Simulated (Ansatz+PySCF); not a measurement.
Results of a calculation; reference values are marked as such.
## Several solutions for quartet H₂NO

```json
{"atom": "O", "x (Å)": "0.0000", "y (Å)": "0.0000", "z (Å)": "-0.2387"}
{"atom": "H", "x (Å)": "0.0000", "y (Å)": "0.0000", "z (Å)": "1.9095"}
{"atom": "N", "x (Å)": "30.0000", "y (Å)": "0.0000", "z (Å)": "-0.1963"}
{"atom": "H", "x (Å)": "30.0000", "y (Å)": "0.0000", "z (Å)": "1.3739"}
```

Basis set: 6-31G (spherical functions). Charge 0, multiplicity 4.

CASSCF(7,7) was run from several starts with Ansatz (development build ahead of 0.2.0) and PySCF 2.14.0. The starts are those of the Hartree–Fock orbitals from which the active space was taken at the frontier.

| run | program | start | converged | energy (hartree) | <S²> |
| --- | --- | --- | --- | --- | --- |
| A | Ansatz | stability test followed | yes | -130.20037 | 3.75 |
| B | Ansatz | atomic start, no search | yes | -130.20037 | 3.75 |
| C | Ansatz | search for the lowest state | yes | -130.20037 | 3.75 |
| D | PySCF | program defaults | no | – | – |

(1) Which runs reached the lowest solution of this kind, and what is wrong with the others?

## Answers

(1) A, B, C reached the lowest solution found. Not converged: D.
